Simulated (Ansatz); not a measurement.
A run of Ansatz (development build ahead of 0.2.0) on singlet C3H4 at this shape:

```xyz
7

C     0.0041   -0.0461   -0.8360
C     0.0048    0.6182    0.5376
C    -0.0233   -0.6352    0.5402
H     0.9177   -0.0452   -1.4851
H    -0.9363    0.0011   -1.5106
H    -0.0119    1.5460    1.0202
H     0.0123   -1.5700    0.9971
```

Its results:

```
Converged                       : yes
Reference energy                : -115.85815 hartree
Correlation energy              : -0.48415 hartree
Total energy                    : -116.34231 hartree
Spin squared of the determinant : 0.000
```

(1) Which input gives this output? Name the method, the orbitals and the basis set, and write the input.

Results:

(1) RHF-MP2 in cc-pVTZ. An unrestricted run that stays on the closed shell gives the same numbers.

```yaml
crystal:
  periodic: [false, false, false]
  atoms:
    - { symbol: C, position_ang: [0.00407, -0.04605, -0.836] }
    - { symbol: C, position_ang: [0.0048, 0.61825, 0.53756] }
    - { symbol: C, position_ang: [-0.02335, -0.63525, 0.54015] }
    - { symbol: H, position_ang: [0.91773, -0.04525, -1.48507] }
    - { symbol: H, position_ang: [-0.93627, 0.00113, -1.51063] }
    - { symbol: H, position_ang: [-0.01188, 1.54597, 1.02024] }
    - { symbol: H, position_ang: [0.01235, -1.57004, 0.9971] }
basis:
  gaussian: { orbitals: cc-pVTZ }
hamiltonian:
  xc: hf
correlation:
  method: mp2
  frozen_orbitals: { C: 1, H: 0 }
```
